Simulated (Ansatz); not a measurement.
# C5H12O: vertical ionisation energy

The task here is to estimate one member of a computed series from the others.

Method: unrestricted cation, the program's frozen cores in correlated methods; program: Ansatz 0.2.0, Gaussian basis.

Plan: UKS PBE-D4/def2-TZVPP; UKS r2SCAN-D4/def2-TZVPP; UKS PBE0-D4/def2-TZVPP; UKS B3LYP-D4/def2-TZVPP; UKS wB97X-V/def2-TZVPP; UKS wB97M-V/def2-TZVPP; UKS B2PLYP/def2-TZVPP; UHF-CCSD(T)/def2-TZVPP; UHF-MP2/def2-QZVPP; extrapolation to the limit; then −ε(HOMO) from the neutral's earlier runs with LDA (SPW92), PBE-D4, revPBE-D4, BLYP-D4, r2SCAN-D4, B97M-V, PBE0-D4, B3LYP-D4, r2SCANh-D4, r2SCAN0-D4, HSE06-D4, BHLYP-D4, CAM-B3LYP-D4, LC-ωPBE, ωB97X-V, ωB97M-V.

### Structure used throughout

An earlier PBE0-D4 in a triple-zeta def2 set relaxation fixed the geometry.

18 atoms, charge 0, spin multiplicity 1.

Atoms are counted from 1 here; the program's logs count them from 0.

Bond lengths: C1–C2 1.524 Å, C1–H7 1.094 Å, C1–H8 1.092 Å, C1–H9 1.093 Å, C2–C3 1.524 Å, C2–C4 1.526 Å, C2–C5 1.531 Å, C3–H10 1.094 Å, C3–H11 1.093 Å, C3–H12 1.094 Å, C4–H13 1.095 Å, C4–H14 1.094 Å, C4–H15 1.093 Å, C5–O6 1.411 Å, C5–H16 1.100 Å, C5–H17 1.094 Å, O6–H18 0.960 Å. Angles: C2–C1–H7 110.9°, C2–C1–H8 110.8°, C2–C1–H9 110.9°, H7–C1–H8 107.9°, H7–C1–H9 107.9°, H8–C1–H9 108.4°, C1–C2–C3 110.1°, C1–C2–C4 109.9°, C1–C2–C5 109.7°, C3–C2–C4 109.6°, C3–C2–C5 107.7°, C4–C2–C5 109.9°, C2–C3–H10 111.4°, C2–C3–H11 110.8°, C2–C3–H12 111.1°, H10–C3–H11 107.8°, H10–C3–H12 107.9°, H11–C3–H12 107.7° and more.

Geometry (Å):

```
C    -0.3417   -1.3841    0.6494
C     0.1380   -0.0833    0.0159
C     1.6317    0.0985    0.2603
C    -0.1355   -0.1047   -1.4851
C    -0.5859    1.1021    0.6597
O    -1.9897    1.0741    0.5231
H    -0.1025   -1.4098    1.7164
H    -1.4233   -1.4901    0.5462
H     0.1364   -2.2466    0.1770
H     2.0011    1.0211   -0.1971
H     2.1980   -0.7345   -0.1645
H     1.8537    0.1404    1.3305
H     0.1625    0.8373   -1.9567
H    -1.1941   -0.2794   -1.6989
H     0.4241   -0.9093   -1.9689
H    -0.1731    2.0381    0.2548
H    -0.3925    1.0999    1.7364
H    -2.2072    1.2305   -0.3988
```

The first run:

in.yaml reads:

```yaml
crystal:
  periodic: [false, false, false]
  atoms:
    - {symbol: C, position_ang: [-0.341712, -1.384150, 0.649448]}
    - {symbol: C, position_ang: [0.138037, -0.083255, 0.015936]}
    - {symbol: C, position_ang: [1.631694, 0.098452, 0.260304]}
    - {symbol: C, position_ang: [-0.135538, -0.104699, -1.485103]}
    - {symbol: C, position_ang: [-0.585912, 1.102083, 0.659703]}
    - {symbol: O, position_ang: [-1.989687, 1.074085, 0.523080]}
    - {symbol: H, position_ang: [-0.102474, -1.409817, 1.716368]}
    - {symbol: H, position_ang: [-1.423310, -1.490127, 0.546197]}
    - {symbol: H, position_ang: [0.136370, -2.246615, 0.177011]}
    - {symbol: H, position_ang: [2.001117, 1.021122, -0.197052]}
    - {symbol: H, position_ang: [2.197993, -0.734454, -0.164481]}
    - {symbol: H, position_ang: [1.853718, 0.140425, 1.330545]}
    - {symbol: H, position_ang: [0.162465, 0.837254, -1.956670]}
    - {symbol: H, position_ang: [-1.194080, -0.279407, -1.698869]}
    - {symbol: H, position_ang: [0.424103, -0.909334, -1.968869]}
    - {symbol: H, position_ang: [-0.173064, 2.038074, 0.254822]}
    - {symbol: H, position_ang: [-0.392502, 1.099901, 1.736394]}
    - {symbol: H, position_ang: [-2.207211, 1.230461, -0.398765]}
basis:
  gaussian: {orbitals: def2-TZVPP}
total_charge: 1
magnetization: {spin_polarized: true, initial_magnetization: 1}
hamiltonian: {xc: pbe, dispersion: d4}
```

Launch:

```console
> ansatz run in.yaml --threads 2 --pin off --events-out ev --progress --plain --max-ram 22528MiB --backend cuda --devices 0, --max-vram 18GiB
```

Steps of the session up to this table: Cation, UKS PBE-D4/def2-TZVPP; Cation, UKS r2SCAN-D4/def2-TZVPP; Cation, UKS PBE0-D4/def2-TZVPP; Cation, UKS B3LYP-D4/def2-TZVPP; Cation, UKS wB97X-V/def2-TZVPP; Cation, UKS wB97M-V/def2-TZVPP; Cation, UKS B2PLYP (frozen core)/def2-TZVPP; Cation, UHF-CCSD(T)/def2-TZVPP; Cation, UHF-MP2/def2-QZVPP.

One of the session's tables, all rows but one given; the rest of the session is left out.

Orbital estimates, from the neutral's runs:

| functional | −ε(HOMO) (eV) |
| --- | --- |
| LDA (SPW92) | 6.28 |
| PBE-D4 | 6.12 |
| revPBE-D4 | 6.05 |
| BLYP-D4 | 6.04 |
| r2SCAN-D4 | 6.44 |
| B97M-V | 6.62 |
| PBE0-D4 | 7.70 |
| B3LYP-D4 | 7.48 |
| r2SCANh-D4 | 7.03 |
| r2SCAN0-D4 | 7.92 |
| HSE06-D4 | 7.29 |
| BHLYP-D4 | 9.23 |
| CAM-B3LYP-D4 | ? |
| LC-ωPBE | 10.49 |
| ωB97X-V | 10.18 |
| ωB97M-V | 10.11 |

**Question.** Estimate the row for CAM-B3LYP-D4.

As computed: −ε(HOMO) (eV): 9.18. In the column «−ε(HOMO) (eV)» it lies between r2SCAN0-D4 (7.92) and BHLYP-D4 (9.23).
